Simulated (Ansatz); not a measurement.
Reaction (SMILES): F[SiH2]F + 2 [H][H] (H2) → 2 F (HF) + [SiH4] (SiH4)
B3LYP-D3(BJ)/def2-TZVP geometries, fixed; electronic energies without zero-point terms.

Basis-set convergence of the energy of full hydrogenation at MP2 with Ansatz (a program for electronic structure). Cartesian d functions, on some or all atoms, in 6-31G*, 6-31+G*, 6-311G**, 6-311+G**; all else is spherical. Cores are frozen. No added dispersion term, no relativity. Functions are those of the species that has most. Reference: Hartree-Fock in aug-cc-pV(Q+d)Z plus the correlation part extrapolated as X^-3 from aug-cc-pV(T+d)Z and aug-cc-pV(Q+d)Z, 59.98 kcal/mol, itself unsure by roughly 0.47 kcal/mol (a third of the extrapolation step and of the last Hartree-Fock step). Deviations are taken from unrounded values.

```csv
basis,functions,energy of full hydrogenation (kcal/mol)
6-31G*,53,76.77
6-31+G*,65,63.84
def2-SVP,56,52.82
def2-SVPD,86,42.16
pcseg-1,56,51.72
aug-pcseg-1,91,48.91
cc-pV(D+d)Z,61,50.23
aug-cc-pV(D+d)Z,96,47.60
6-311G**,75,50.57
6-311+G**,87,43.00
def2-TZVP,111,63.34
def2-TZVPD,141,60.42
pcseg-2,122,59.59
aug-pcseg-2,188,59.94
cc-pV(T+d)Z,127,60.10
aug-cc-pV(T+d)Z,193,58.24
def2-TZVPP,132,58.45
def2-TZVPPD,162,56.91
cc-pV(Q+d)Z,234,60.75
aug-cc-pV(Q+d)Z,341,59.75
def2-QZVPP,244,59.32
def2-QZVPPD,274,58.79
pcseg-3,250,60.15
aug-pcseg-3,357,60.50
```

What the diffuse functions change, pair by pair:
- 6-31G* to 6-31+G*: 12 more functions, deviation 16.79 to 3.87 kcal/mol
- def2-SVP to def2-SVPD: 30 more functions, deviation -7.15 to -17.82 kcal/mol
- pcseg-1 to aug-pcseg-1: 35 more functions, deviation -8.26 to -11.06 kcal/mol
- cc-pV(D+d)Z to aug-cc-pV(D+d)Z: 35 more functions, deviation -9.75 to -12.38 kcal/mol
- 6-311G** to 6-311+G**: 12 more functions, deviation -9.40 to -16.98 kcal/mol
- def2-TZVP to def2-TZVPD: 30 more functions, deviation 3.36 to 0.44 kcal/mol
- pcseg-2 to aug-pcseg-2: 66 more functions, deviation -0.39 to -0.03 kcal/mol
- cc-pV(T+d)Z to aug-cc-pV(T+d)Z: 66 more functions, deviation 0.12 to -1.73 kcal/mol
- def2-TZVPP to def2-TZVPPD: 30 more functions, deviation -1.53 to -3.06 kcal/mol
- cc-pV(Q+d)Z to aug-cc-pV(Q+d)Z: 107 more functions, deviation 0.77 to -0.23 kcal/mol
- def2-QZVPP to def2-QZVPPD: 30 more functions, deviation -0.66 to -1.19 kcal/mol
- pcseg-3 to aug-pcseg-3: 107 more functions, deviation 0.17 to 0.52 kcal/mol

Leaving out the reference's own pair, they bring the value nearer the reference by more than 0.47 kcal/mol in 2 of 11 pairs.
